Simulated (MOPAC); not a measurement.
**C4H9N (SMILES C/C=N/CC) at 6 levels**

Aim: a comparison of 6 runs (AM1, PM3, PM6, PM6-ORG, PM7, RM1) of C4H9N. 

The results are computed with MOPAC 23.2.5.

9 further runs of the same task are left out: 3 that didn't finish, 6 set aside as unsound or not needed.

**1. The structure to begin with**

C4H9N: 14 atoms, total charge 0, spin state singlet. SMILES: `C/C=N/CC`. The shape is that of a GFN2-xTB optimisation. This is one conformer, not always the lowest.

Bond lengths: C1–C2 1.487 Å, C2–N3 1.252 Å, N3–C4 1.432 Å, C4–C5 1.526 Å, C1–H6 1.089 Å, C1–H7 1.086 Å, C1–H8 1.089 Å, C2–H9 1.103 Å, C4–H10 1.104 Å, C4–H11 1.095 Å, C5–H12 1.088 Å, C5–H13 1.086 Å, C5–H14 1.087 Å. Some angles: C1–C2–N3 121.7°, C2–N3–C4 120.8°, N3–C4–C5 109.7°, C1–C2–H9 115.7°, N3–C2–H9 122.7°, C2–C1–H6 109.8°, C2–C1–H7 110.1°, C2–C1–H8 109.9°, N3–C4–H10 112.3°, N3–C4–H11 106.9°.

**2. Energy and forces at AM1 (run 1)**

Input file calc.mop:

```
AM1 DISP GRADIENTS BONDS 1SCF AUX(PRECISION=6) THREADS=1
gradient of C4H9N

C -1.488670 1 0.992780 1 1.708860 1
C -0.688430 1 -0.009010 1 0.956280 1
N 0.304500 1 0.324460 1 0.269950 1
C 1.057990 1 -0.655080 1 -0.453680 1
C 1.042310 1 -0.318300 1 -1.942400 1
H -1.462270 1 0.761210 1 2.773010 1
H -1.091140 1 1.989170 1 1.543060 1
H -2.528480 1 0.953940 1 1.386220 1
H -1.022650 1 -1.056270 1 1.050570 1
H 0.678500 1 -1.679600 1 -0.291740 1
H 2.087550 1 -0.601890 1 -0.085210 1
H 0.029700 1 -0.388710 1 -2.332780 1
H 1.401240 1 0.695760 1 -2.092950 1
H 1.679840 1 -1.008450 1 -2.489170 1
```

The run is started by

```sh
mopac calc.mop
```

calc.out:

```text
MOPAC v23.2.5
AM1 CALCULATION RESULTS
[...]
           Empirical Formula: C4 H9 N  =    14 atoms
      MOLECULAR POINT GROUP   :   C1
[...]
     SCF FIELD WAS ACHIEVED
[...]
                              SUM =          9.22456 KCAL/MOL = FINAL HEAT OF FORMATION
          TOTAL ENERGY            =       -842.71507 EV
          ELECTRONIC ENERGY       =      -3136.63111 EV
          CORE-CORE REPULSION     =       2293.91604 EV
          COSMO AREA              =        126.94 SQUARE ANGSTROMS
          COSMO VOLUME            =        110.08 CUBIC ANGSTROMS
          GRADIENT NORM           =        119.39501          =       31.90966 PER ATOM
          IONIZATION POTENTIAL    =         10.122661 EV
          HOMO LUMO ENERGIES (EV) =        -10.123  1.376
          NO. OF FILLED LEVELS    =         15
          MOLECULAR WEIGHT        =         71.1218         POINT GROUP:  C1
[...]
                             CARTESIAN COORDINATES
   1    C       -1.488670000     0.992780000     1.708860000
   2    C       -0.688430000    -0.009010000     0.956280000
   3    N        0.304500000     0.324460000     0.269950000
   4    C        1.057990000    -0.655080000    -0.453680000
   5    C        1.042310000    -0.318300000    -1.942400000
   6    H       -1.462270000     0.761210000     2.773010000
   7    H       -1.091140000     1.989170000     1.543060000
   8    H       -2.528480000     0.953940000     1.386220000
   9    H       -1.022650000    -1.056270000     1.050570000
  10    H        0.678500000    -1.679600000    -0.291740000
  11    H        2.087550000    -0.601890000    -0.085210000
  12    H        0.029700000    -0.388710000    -2.332780000
  13    H        1.401240000     0.695760000    -2.092950000
[...]
              NET ATOMIC CHARGES AND DIPOLE CONTRIBUTIONS
  ATOM NO.   TYPE          CHARGE      No. of ELECS.   s-Pop       p-Pop
    1          C          -0.190360        4.1904     1.20566     2.98470
    2          C          -0.064567        4.0646     1.24487     2.81970
    3          N          -0.195657        5.1957     1.69178     3.50388
    4          C          -0.094430        4.0944     1.21911     2.87532
    5          C          -0.203418        4.2034     1.21492     2.98850
    6          H           0.085795        0.9142     0.91421
    7          H           0.099571        0.9004     0.90043
    8          H           0.086346        0.9137     0.91365
    9          H           0.083295        0.9167     0.91671
   10          H           0.056997        0.9430     0.94300
   11          H           0.099546        0.9005     0.90045
   12          H           0.073751        0.9262     0.92625
[...]
 DIPOLE           X         Y         Z       TOTAL
 POINT-CHG.    -0.400    -0.311     0.139     0.526
 HYBRID        -0.289    -0.966     0.100     1.013
 SUM           -0.689    -1.277     0.239     1.471
[...]
 * JOB ENDED NORMALLY *
[...]
```

Run time: 0.04 s. Hardware: 1 thread of Arm Neoverse N1, shared host.

**3. Energy and gradient at PM3 (run 2)**

Input file job.mop:

```
DISP BONDS GRADIENTS 1SCF PM3 AUX(PRECISION=6) T=10M THREADS=1
C4H9N gradient

C     -1.488670 +1     0.992780 +1     1.708860 +1
C     -0.688430 +1    -0.009010 +1     0.956280 +1
N      0.304500 +1     0.324460 +1     0.269950 +1
C      1.057990 +1    -0.655080 +1    -0.453680 +1
C      1.042310 +1    -0.318300 +1    -1.942400 +1
H     -1.462270 +1     0.761210 +1     2.773010 +1
H     -1.091140 +1     1.989170 +1     1.543060 +1
H     -2.528480 +1     0.953940 +1     1.386220 +1
H     -1.022650 +1    -1.056270 +1     1.050570 +1
H      0.678500 +1    -1.679600 +1    -0.291740 +1
H      2.087550 +1    -0.601890 +1    -0.085210 +1
H      0.029700 +1    -0.388710 +1    -2.332780 +1
H      1.401240 +1     0.695760 +1    -2.092950 +1
H      1.679840 +1    -1.008450 +1    -2.489170 +1
```

The run is started by

```sh
mopac job.mop
```

job.out (excerpt; [...] marks lines left out):

```text
MOPAC v23.2.5
PM3 CALCULATION RESULTS
[...]
           Empirical Formula: C4 H9 N  =    14 atoms
      MOLECULAR POINT GROUP   :   C1
[...]
     SCF FIELD WAS ACHIEVED
[...]
                              SUM =          2.92554 KCAL/MOL = FINAL HEAT OF FORMATION
          TOTAL ENERGY            =       -774.94279 EV
          ELECTRONIC ENERGY       =      -3040.45725 EV
          CORE-CORE REPULSION     =       2265.51446 EV
          COSMO AREA              =        126.94 SQUARE ANGSTROMS
          COSMO VOLUME            =        110.08 CUBIC ANGSTROMS
          GRADIENT NORM           =        113.93217          =       30.44965 PER ATOM
          IONIZATION POTENTIAL    =          9.914429 EV
          HOMO LUMO ENERGIES (EV) =         -9.914  1.112
          NO. OF FILLED LEVELS    =         15
          MOLECULAR WEIGHT        =         71.1218         POINT GROUP:  C1
[...]
                             CARTESIAN COORDINATES
   1    C       -1.488670000     0.992780000     1.708860000
   2    C       -0.688430000    -0.009010000     0.956280000
[...]
              NET ATOMIC CHARGES AND DIPOLE CONTRIBUTIONS
  ATOM NO.   TYPE          CHARGE      No. of ELECS.   s-Pop       p-Pop
    1          C          -0.094846        4.0948     1.12719     2.96765
    2          C          -0.094119        4.0941     1.21660     2.87752
    3          N          -0.098951        5.0990     1.59343     3.50553
    4          C          -0.063484        4.0635     1.16495     2.89853
    5          C          -0.108519        4.1085     1.13644     2.97208
    6          H           0.048387        0.9516     0.95161
    7          H           0.060461        0.9395     0.93954
    8          H           0.048970        0.9510     0.95103
    9          H           0.075010        0.9250     0.92499
   10          H           0.033435        0.9666     0.96657
   11          H           0.060583        0.9394     0.93942
   12          H           0.038847        0.9612     0.96115
[...]
 DIPOLE           X         Y         Z       TOTAL
 POINT-CHG.    -0.231    -0.173     0.078     0.298
 HYBRID        -0.370    -1.234     0.125     1.294
 SUM           -0.601    -1.406     0.202     1.543
[...]
 * JOB ENDED NORMALLY *
[...]
```

Run time: 0.04 s. Hardware: 1 thread of Arm Neoverse N1, shared host.

Runs 3 to 5 aren't shown in full; the table further down has their settings and results.

**4. Energy and forces at RM1 (run 6)**

Input file job.mop:

```
RM1 GRADIENTS 1SCF DISP BONDS AUX(PRECISION=6) T=10M THREADS=1
RM1 gradient

C     -1.488670 1     0.992780 1     1.708860 1
C     -0.688430 1    -0.009010 1     0.956280 1
N      0.304500 1     0.324460 1     0.269950 1
C      1.057990 1    -0.655080 1    -0.453680 1
C      1.042310 1    -0.318300 1    -1.942400 1
H     -1.462270 1     0.761210 1     2.773010 1
H     -1.091140 1     1.989170 1     1.543060 1
H     -2.528480 1     0.953940 1     1.386220 1
H     -1.022650 1    -1.056270 1     1.050570 1
H      0.678500 1    -1.679600 1    -0.291740 1
H      2.087550 1    -0.601890 1    -0.085210 1
H      0.029700 1    -0.388710 1    -2.332780 1
H      1.401240 1     0.695760 1    -2.092950 1
H      1.679840 1    -1.008450 1    -2.489170 1
```

The run is started by

```sh
mopac job.mop
```

job.out (excerpt; [...] marks lines left out):

```text
MOPAC v23.2.5
RM1 CALCULATION RESULTS
[...]
           Empirical Formula: C4 H9 N  =    14 atoms
      MOLECULAR POINT GROUP   :   C1
[...]
     SCF FIELD WAS ACHIEVED
[...]
                              SUM =          8.97678 KCAL/MOL = FINAL HEAT OF FORMATION
          TOTAL ENERGY            =       -838.69016 EV
          ELECTRONIC ENERGY       =      -3161.55589 EV
          CORE-CORE REPULSION     =       2322.86573 EV
          COSMO AREA              =        126.94 SQUARE ANGSTROMS
          COSMO VOLUME            =        110.08 CUBIC ANGSTROMS
          GRADIENT NORM           =        100.44243          =       26.84437 PER ATOM
          IONIZATION POTENTIAL    =          9.791082 EV
          HOMO LUMO ENERGIES (EV) =         -9.791  1.500
          NO. OF FILLED LEVELS    =         15
          MOLECULAR WEIGHT        =         71.1218         POINT GROUP:  C1
[...]
                             CARTESIAN COORDINATES
   1    C       -1.488670000     0.992780000     1.708860000
   2    C       -0.688430000    -0.009010000     0.956280000
[...]
              NET ATOMIC CHARGES AND DIPOLE CONTRIBUTIONS
  ATOM NO.   TYPE          CHARGE      No. of ELECS.   s-Pop       p-Pop
    1          C          -0.170832        4.1708     1.14589     3.02494
    2          C           0.040120        3.9599     1.18425     2.77563
    3          N          -0.306327        5.3063     1.72711     3.57922
    4          C          -0.007699        4.0077     1.15306     2.85464
    5          C          -0.173983        4.1740     1.15345     3.02054
    6          H           0.073781        0.9262     0.92622
    7          H           0.091539        0.9085     0.90846
    8          H           0.074412        0.9256     0.92559
    9          H           0.058046        0.9420     0.94195
   10          H           0.036208        0.9638     0.96379
   11          H           0.082433        0.9176     0.91757
   12          H           0.062777        0.9372     0.93722
[...]
 DIPOLE           X         Y         Z       TOTAL
 POINT-CHG.    -0.482    -0.491     0.168     0.709
 HYBRID        -0.266    -0.840     0.101     0.887
 SUM           -0.748    -1.331     0.270     1.551
[...]
 * JOB ENDED NORMALLY *
[...]
```

Wall time 0.04 s (1 thread of Arm Neoverse N1, shared host).

**5. The series**

```csv
run,level,heat of formation (kcal/mol),dipole moment (D),HOMO energy (eV),LUMO energy (eV),wall time
1,AM1,9.22,1.47,-10.12,1.38,0.04 s
2,PM3,2.93,1.54,-9.91,1.11,0.04 s
3,PM6,9.18,1.87,-9.52,1.31,0.04 s
4,PM6-ORG,4.46,1.56,-9.64,1.18,0.04 s
5,PM7,4.12,1.97,-9.75,1.16,0.04 s
6,RM1,8.98,1.55,-9.79,1.50,0.04 s
```

**6. Results**

| quantity | value |
| --- | --- |
| run 6: total energy | -30.82129 Eh |
| run 6: dipole moment | 1.55 D |
| run 6: HOMO energy | -9.79 eV |
| run 6: LUMO energy | 1.50 eV |
| run 6: HOMO–LUMO gap | 11.29 eV |
| run 6: heat of formation at this unrelaxed shape | 9.0 kcal/mol |
| run 6: largest force on an atom | 2.911 eV/Å |

**Reading.** The dipole moment (its size) runs from 1.47 D (AM1) to 1.97 D (PM7). The HOMO–LUMO gap runs from 10.82 eV (PM6-ORG) to 11.50 eV (AM1). Force-field and semi-empirical energies have zeros of their own, so their totals don't compare. All runs together took 0.24 s, the longest 0.04 s.
